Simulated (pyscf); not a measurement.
`[OH][AsH][OH]` + `[SiH2]` [singlet] -> `[OH][AsH][O][SiH]` [singlet] + `[H][H]` (four-centre exchange; singlet surface; H–O, H–Si broken, O–Si, H–H formed). Optimised with ωB97X-D3(BJ)/def2-SVP in PySCF. Energies in kJ/mol from the separated reactants.

```csv
level,barrier,reaction energy
ωB97X-D3(BJ)/def2-TZVP,[?],[?]
PBE/def2-TZVP,-12.3,-116.5
B3LYP-D3(BJ)/def2-TZVP,[?],-123.5
M06-2X/def2-TZVP,7.1,-127.0
ωB97M-D3(BJ)/def2-TZVP,11.5,-116.7
HF/def2-TZVP,93.5,-94.7
```

Task: Complete the blanks.

Result: 
- ωB97X-D3(BJ)/def2-TZVP, barrier: 3.3
- ωB97X-D3(BJ)/def2-TZVP, reaction energy: -127.1
- B3LYP-D3(BJ)/def2-TZVP, barrier: 5.7

On the reactant side the descent ends in an adduct with a O–Si contact, 87.0 kJ/mol under the separated species and 90.4 kJ/mol under the saddle at ωB97X-D3(BJ)/def2-TZVP. At PBE the saddle lies under the separated reactants, which points to a path from their complex (located at ωB97X-D3(BJ) alone). What is counted as formed (O–Si) is already present as a longer contact in the reactant adduct; forming that adduct is a step of its own. At the saddle there is also a short H–Si contact that neither side keeps. The same reactants have a lower exit, to HO–SiH₂–AsH–OH (barrier -53.8 kJ/mol at ωB97M-D3(BJ), against +11.5 kJ/mol here). One saddle was located; it need not be the lowest between these sides. Elements up to Kr have no core potential and no relativistic terms here.
